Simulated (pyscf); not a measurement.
Single points on ωB97X-D3(BJ)/def2-SVPD structures (PySCF, gas phase). MP2 and CC: frozen core, UHF for open shells. ΔMP2 is the change of the MP2 total energy from the triple- to the quadruple-zeta basis.

**Question.** For the elementary gas-phase step Cl⁻ (SMILES [Cl-]) + H₃C–Br (SMILES CBr) -> H₃C–Cl (SMILES CCl) + Br⁻ (SMILES [Br-]) (singlet surface; Br–C broken, C–Cl formed), what barrier and reaction energy does CCSD(T)/def2-TZVPPD + ΔMP2(QZVPPD) give, measured from the separated reactants?

**Answer.** ΔE‡ = -7.3 kJ/mol, ΔE = -31.4 kJ/mol. Zero-point energy shifts the barrier by -0.6 kJ/mol. It is a substitution at C, with an imaginary mode of 440i cm⁻¹. On the reactant side the descent ends in a bound adduct, 44.8 kJ/mol under the separated species and 43.6 kJ/mol under the saddle at ωB97X-D3(BJ)/def2-TZVPD. On the product side the descent ends in a bound adduct, 39.5 kJ/mol under the separated species and 70.7 kJ/mol under the saddle at ωB97X-D3(BJ)/def2-TZVPD. At CCSD(T) the saddle lies under the separated reactants, which points to a path from their complex (located at ωB97X-D3(BJ) alone). One saddle was located; it need not be the lowest between these sides. The angle at the attacked C is 180°. The CCSD(T) − MP2 part came from Ansatz, without density fitting, on the same reference. The frozen core leaves the outer d or s,p core shells of the metals and heavy elements correlated in the MP2 and CC values, and def2-TZVPP describes them poorly, which can shift differences by a few kcal/mol. Elements up to Kr have no core potential and no relativistic terms here.
